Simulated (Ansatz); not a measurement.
We consider YF3 (Pnma, No. 62), described by HSE06 in Ansatz (plane waves, PAW).

Run with plane-wave cutoff 460 eV, 4×4×6 k mesh (along the axes of the cell as run), Fermi–Dirac smearing 0.01 eV, scalar-relativistic PAW data made under PBE.

Cell (measured lattice):

Space group Pnma (No. 62); a = 6.3537 Å, b = 6.8545 Å, c = 4.3953 Å, α = 90.00°, β = 90.00°, γ = 90.00°

| atom | site | symmetry | x | y | z |
|---|---|---|---|---|---|
| Y | 4c | .m. | 0.3673 | 0.2500 | 0.0591 |
| F | 4c | .m. | 0.0227 | 0.2500 | 0.9090 |
| F | 8d | 1 | 0.1652 | 0.0643 | 0.3755 |

Task: Estimate the band gap that the calculation returns.

Result: 
* **band gap**: 10.24 eV

Note: cell and atoms aren't relaxed at this level (largest force component 0.07 eV/Å, pressure 1.0 GPa).

Spin–orbit coupling is not included.

The computed numbers hold no vibrational or temperature effects.

Ansatz is a program for electronic structure.
